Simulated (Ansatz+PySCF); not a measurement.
Results of a calculation; reference values are marked as such.
## Several solutions for singlet C₄H₄

```xyz
8

C     0.6144    0.7207    0.0000
C    -0.6144    0.7207    0.0000
C    -0.6144   -0.7207    0.0000
C     0.6144   -0.7207    0.0000
H     1.3256    1.4290    0.0000
H    -1.3256    1.4290    0.0000
H    -1.3256   -1.4290    0.0000
H     1.3256   -1.4290    0.0000
```

Basis set: def2-SVP (spherical functions). Charge 0, multiplicity 1.

UHF was run from several starts with Ansatz (development build ahead of 0.2.0) and PySCF 2.14.0.

| run | program | start | converged | energy (hartree) | <S²> |
| --- | --- | --- | --- | --- | --- |
| A | Ansatz | stability test followed | yes | -153.47663 | 0.74 |
| B | PySCF | guess huckel, instabilities followed | yes | -153.47663 | 0.74 |
| C | Ansatz | search for the lowest state | yes | -153.47663 | 0.74 |
| D | PySCF | program defaults | yes | -153.46315 | 0.00 |
| E | PySCF | guess 1e, instabilities followed | yes | -153.47663 | 0.74 |
| F | PySCF | guess minao, instabilities followed | yes | -153.47663 | 0.74 |
| G | Ansatz | atomic start, no search | yes | -153.46315 | 0.00 |
| H | PySCF | guess atom, instabilities followed | yes | -153.47663 | 0.74 |

(1) Which runs reached the lowest solution of this kind, and what is wrong with the others?

## Answers

(1) A, B, C, E, F, H reached the lowest solution found. Converged but too high: D by 0.37 eV, G by 0.37 eV. Convergence only shows a stationary point, and even a stable one can lie too high; stability tests and further starts are what find lower ones. Caution: the unrestricted determinant is spin contaminated. Caution: the determinant breaks the point group.
